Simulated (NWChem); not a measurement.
# CH2FO (SMILES [O]CF): levels of theory compared

Wanted: a comparison of 4 runs (UB3LYP/def2-TZVP, UB3LYP/def2-TZVPD, UB3LYP/def2-SVP, UB3LYP/def2-SVPD) of CH2FO. 

The calculation is run with NWChem 7.3.0.

### 1 Starting point

The species is CH2FO (5 atoms), meant as a doublet with charge 0. As SMILES, `[O]CF`. Geometry: relaxed at PBE0-D4/def2-TZVP.

Bond lengths: O1–C2 1.303 Å, C2–F3 1.376 Å, C2–H4 1.109 Å, C2–H5 1.109 Å. Angles: O1–C2–F3 115.4°, O1–C2–H4 109.4°, O1–C2–H5 109.4°, F3–C2–H4 107.5°, F3–C2–H5 107.5°, H4–C2–H5 107.3°.

### 2 Energy and forces at UB3LYP/def2-TZVP (run 1)

mol.nw

```
start mol
title "CH2FO B3LYP"
memory 2200 mb

geometry noautosym nocenter noautoz
O    -1.122700    0.202700    0.610000
C    -0.009600   -0.012300   -0.033000
F     1.105500   -0.174700    0.757200
H    -0.112900   -0.924800   -0.655200
H     0.189500    0.835500   -0.720300
end

basis spherical bse
* library def2-TZVP
end

dft
xc b3lyp
mult 2
grid fine
convergence energy 1e-08
maxiter 100
mulliken
print low
end

task dft gradient
```

Launch:

```sh
$ nwchem mol.nw > mol.out
```

Log:

```text
[...]
 d= 0,ls=0.0,diis     1   -214.2537744271 -2.86D+02  4.98D-03  2.93D-01     1.8
[...]
 d= 0,ls=0.0,diis    13   -214.3979073953 -1.94D-09  7.34D-08  7.49D-11    19.5
[...]
         Total DFT energy =     -214.397907395322
      One electron energy =     -438.251533811405
           Coulomb energy =      176.922661153223
    Exchange-Corr. energy =      -25.193772278248
 Nuclear repulsion energy =       72.124737541109
[...]
      Total Density - Mulliken Population Analysis
     ---------------------------------------------
    Atom       Charge   Shell Charges
 -----------   ------   -------------------------------------------------------
    1 O    8     8.19   0.79  1.18  0.63  0.94  0.34  1.84  1.73  0.71  0.00  0.02  0.00
    2 C    6     5.85   0.85  1.12  0.54  0.57  0.10  1.28  0.99  0.19  0.05  0.15  0.02
    3 F    9     9.23   0.77  1.20  0.62  0.97  0.36  2.29  2.10  0.91  0.00  0.01  0.00
    4 H    1     0.86   0.27  0.47  0.11  0.02
    5 H    1     0.86   0.27  0.47  0.11  0.02
[...]
      <S2> =      0.7545 (Exact =     0.7500)
                         DFT ENERGY GRADIENTS
    atom               coordinates                        gradient
                 x          y          z           x          y          z
   1 O      -2.121595   0.383047   1.152733    0.003723  -0.000705  -0.001712
   2 C      -0.018141  -0.023244  -0.062361    0.003787  -0.000515   0.005229
   3 F       2.089092  -0.330135   1.430901   -0.006956   0.001037  -0.004188
   4 H      -0.213350  -1.747619  -1.238148   -0.000263   0.000175   0.000357
   5 H       0.358103   1.578866  -1.361170   -0.000291   0.000008   0.000313
 Task  times  cpu:       28.0s     wall:       28.0s
 Total times  cpu:       28.0s     wall:       28.0s
```

Wall time 29 s (1 thread of AMD EPYC 9R14 (Zen 4), shared host); peak memory 0.12 GiB.

### 3 Energy and forces at UB3LYP/def2-TZVPD (run 2)

struct.nw

```
START struct
TITLE "CH2FO"
memory stack 880 mb heap 220 mb global 1100 mb

GEOMETRY noautosym nocenter noautoz
 O       -1.122700       0.202700       0.610000
 C       -0.009600      -0.012300      -0.033000
 F        1.105500      -0.174700       0.757200
 H       -0.112900      -0.924800      -0.655200
 H        0.189500       0.835500      -0.720300
END

BASIS spherical bse
 O library def2-TZVPD
 C library def2-TZVPD
 F library def2-TZVPD
 H library def2-TZVPD
END

DFT
 xc b3lyp
 mult 2
 grid fine
 convergence energy 1e-08
 maxiter 100
 mulliken
 print low
END

TASK dft gradient
```

Launch:

```sh
$ nwchem struct.nw > struct.out
```

Log:

```text
[...]
 d= 0,ls=0.0,diis     1   -214.2553051520 -2.86D+02  3.93D-03  2.96D-01     3.4
[...]
 d= 0,ls=0.0,diis    13   -214.3998872665 -2.25D-09  6.62D-08  8.70D-11    39.5
[...]
         Total DFT energy =     -214.399887266499
      One electron energy =     -438.182832867738
           Coulomb energy =      176.844101107417
    Exchange-Corr. energy =      -25.185893047286
 Nuclear repulsion energy =       72.124737541109
[...]
      Total Density - Mulliken Population Analysis
     ---------------------------------------------
    Atom       Charge   Shell Charges
 -----------   ------   -------------------------------------------------------
    1 O    8     8.26   0.79  1.18  0.63  0.94  0.39  0.03  1.84  1.73  0.69  0.03  0.00  0.02  0.00  0.00
    2 C    6     5.84   0.85  1.12  0.54  0.59  0.15  0.00  1.28  0.98  0.09  0.05  0.15  0.02  0.02
    3 F    9     9.28   0.77  1.20  0.62  0.97  0.38  0.03  2.29  2.10  0.88  0.03  0.00  0.01  0.00  0.00
    4 H    1     0.81   0.27  0.47  0.04  0.02  0.01
    5 H    1     0.81   0.27  0.47  0.04  0.02  0.01
[...]
      <S2> =      0.7546 (Exact =     0.7500)
                         DFT ENERGY GRADIENTS
    atom               coordinates                        gradient
                 x          y          z           x          y          z
   1 O      -2.121595   0.383047   1.152733    0.003672  -0.000703  -0.001900
   2 C      -0.018141  -0.023244  -0.062361    0.004681  -0.000642   0.005935
   3 F       2.089092  -0.330135   1.430901   -0.007581   0.001124  -0.004721
   4 H      -0.213350  -1.747619  -1.238148   -0.000382   0.000135   0.000367
   5 H       0.358103   1.578866  -1.361170   -0.000389   0.000086   0.000318
 Task  times  cpu:       60.5s     wall:       60.5s
 Total times  cpu:       60.5s     wall:       60.5s
```

Run time: 61 s. Hardware: 1 thread of AMD EPYC 9R14 (Zen 4), shared host; peak memory 0.13 GiB.

Run 3 isn't shown in full; the table further down has it.

### 4 Energy and gradient at UB3LYP/def2-SVPD (run 4)

sp.nw

```
start sp
title "CH2FO"
memory 2200 mb

geometry noautosym nocenter noautoz
  O       -1.122700       0.202700       0.610000
  C       -0.009600      -0.012300      -0.033000
  F        1.105500      -0.174700       0.757200
  H       -0.112900      -0.924800      -0.655200
  H        0.189500       0.835500      -0.720300
end

basis spherical bse
  * library def2-SVPD
end

dft
  xc b3lyp
  mult 2
  grid fine
  convergence energy 1e-08
  maxiter 100
  mulliken
  noprint "final vectors analysis"
end

task dft gradient
```

Launch:

```sh
$ nwchem sp.nw > sp.out
```

Log:

```text
[...]
          Wavefunction type:  spin polarized.
          No. of atoms     :     5
          No. of electrons :    25
[...]
          Charge           :     0
          Spin multiplicity:     2
[...]
          AO basis - number of functions:    82
[...]
              XC Information
              --------------
                         B3LYP Method XC Potential
                     Hartree-Fock (Exact) Exchange  0.200
                        Slater Exchange Functional  0.800 local
                    Becke 1988 Exchange Functional  0.720 non-local
              Lee-Yang-Parr Correlation Functional  0.810
                  VWN I RPA Correlation Functional  0.190 local
[...]
 d= 0,ls=0.0,diis     1   -214.0139186317 -2.86D+02  1.21D-02  2.36D-01     0.9
[...]
 d= 0,ls=0.0,diis    13   -214.1561136643 -1.13D-09  9.95D-08  5.29D-11    10.3
[...]
         Total DFT energy =     -214.156113664322
      One electron energy =     -437.642775468344
           Coulomb energy =      176.488726786566
    Exchange-Corr. energy =      -25.126802523652
 Nuclear repulsion energy =       72.124737541109
[...]
      <S2> =      0.7545 (Exact =     0.7500)
[...]
  wavefunction    = open shell
                         DFT ENERGY GRADIENTS
    atom               coordinates                        gradient
                 x          y          z           x          y          z
   1 O      -2.121595   0.383047   1.152733    0.004102  -0.000779  -0.001968
   2 C      -0.018141  -0.023244  -0.062361    0.004652  -0.000874  -0.000355
   3 F       2.089092  -0.330135   1.430901   -0.007615   0.001134  -0.004618
   4 H      -0.213350  -1.747619  -1.238148    0.000112   0.004228   0.003350
   5 H       0.358103   1.578866  -1.361170   -0.001250  -0.003708   0.003590
[...]
```

It took 14 s on 1 thread of AMD EPYC 9R14 (Zen 4), shared host; peak memory 0.11 GiB.

### 5 Overview of the runs

| run | level | energy (Eh) | ⟨S²⟩ | largest force (eV/Å) | wall time |
| --- | --- | --- | --- | --- | --- |
| 1 | UB3LYP/def2-TZVP | -214.397907 | 0.754 | 0.421 | 29 s |
| 2 | UB3LYP/def2-TZVPD | -214.399887 | 0.755 | 0.463 | 61 s |
| 3 | UB3LYP/def2-SVP | -214.133399 | 0.754 | 0.507 | 6 s |
| 4 | UB3LYP/def2-SVPD | -214.156114 | 0.754 | 0.462 | 14 s |

### 6 What came out

```
                       quantity          value
            run 4: total energy  -214.15611 Eh
           run 4: dipole moment         2.24 D
                    run 4: ⟨S²⟩          0.754
run 4: largest force on an atom     0.462 eV/Å
```

In words: Over the runs the total energy spans 7.252 eV. All runs together took 1.8 min, the longest 61 s.
